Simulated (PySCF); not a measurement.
## C₄H₁₀O: calculation and literature

Mapped SMILES: `[CH3:1][CH:2]([CH3:3])[CH2:4][OH:5]`; H(Xn) means a hydrogen on atom n.

Measured values that the calculation should reproduce: δ ¹⁷O O5 -2.0 ppm (measured; liquid, neat; K. Matsuzaki, S. Hayashi, W. Nakanishi, RSC Adv. 2024, ESI (observed values from its refs S1-S5)). Coupling constants: ¹J(C4,H(C4)) 140.0 Hz.

Method: B3LYP/pcJ-1 coupling constants (without the spin–dipole term), coordinates at the PBE0-D3(BJ)/def2-SVP level, shielding tensors at PBE0/pcSseg-1 (GIAO), in PySCF (fast rotation and ring inversion assumed for equivalent nuclei, no solvent model, no relativistic terms, a single conformation).

Set the calculated values beside the experiment.

Results:


Reference values: measured (liquid, neat; K. Matsuzaki, S. Hayashi, W. Nakanishi, RSC Adv. 2024, ESI (observed values from its refs S1-S5)).
```
atoms      quantity  reference  computed  computed, scaled
   O5  δ ¹⁷O vs H2O       -2.0         –              -3.8
```

Computed shifts are σ(ref) − σ with the named reference compound (TMS for H and C) calculated as an isolated molecule at the same level. The measured values may be among those fitted. Shieldings were converted by a linear fit to measured shifts: ¹⁷O: δ = 261.00 − 0.871σ (rms 11.6 ppm, 25 shifts vs liquid water, solution or neat liquid). Occasional misses reach two or three times the rms, and more in compound classes unlike the fitted ones.

Coupling constants in Hz:
```tsv
coupling	reference	computed	source
¹J(C4,H(C4))	140.0	141.2	measured; liquid or solution (compiled); San Fabian, Garcia de la Vega, Suardiaz et al., Magn. Reson. Chem. 2013, 51, 775 (SI)
```
